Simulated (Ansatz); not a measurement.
A structure relaxed at PBE0-D4/def2-TZVP, charge 0, multiplicity 1:

```xyz
7

C    -0.118   -0.612    0.573
N     0.829    0.337   -0.115
Al   -0.734    0.598   -0.782
H     0.060   -1.673    0.381
H    -0.269   -0.432    1.640
H     1.805    0.356    0.122
H    -1.574    1.427   -1.819
```

Problem. Give its formula and SMILES.

Solution. CH4AlN, `[CH2]1[NH][AlH]1`.

Problem. Point group (tolerance 0.08 Å, 0.16 Å for H)?

Solution. Cs.

Problem. Summarise the bond lengths by kind.

Solution. 1 × C–N 1.507 Å; 1 × Al–C 1.919 Å; 2 × C–H 1.093 Å; 1 × Al–N 1.720 Å; 1 × H–N 1.005 Å; 1 × Al–H 1.571 Å.

Program: Ansatz 0.2.0.
